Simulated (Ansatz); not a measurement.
For 2H MoTe2, PBE-D3(BJ) in Ansatz (plane waves, PAW) gives:

| Item | Value |
|---|---|
| lattice parameter a | 3.497 Å |
| c axis length | 13.695 Å |

**Question.** What does HSE06-D3(BJ) (Ansatz, a first-principles code, PAW) give for the same quantities?

**Answer.** 
- lattice constant a: 3.438 Å (shrinks by 1.7 %)
- lattice parameter c: 13.435 Å (decreases by 1.9 %)

For comparison: lattice constant a 3.518 Å (measured, 300 K, not corrected to a static lattice; as tabulated in arXiv:1605.07067); lattice parameter c 13.974 Å (measured, 300 K, no zero-point or thermal correction; as tabulated in arXiv:1605.07067).

Changes are worked out from the printed values.

Unless a cell is named, each level is at its own relaxed cell (PBE-D3(BJ) 24.17, HSE06-D3(BJ) 22.92 Å³/atom).

Caveats: a distance lies near a switch of the dispersion term, which can move the cell (PBE-D3(BJ)). Ansatz's density-functional and Hartree–Fock values are scalar-relativistic unless marked +SOC, with PAW data made under PBE.
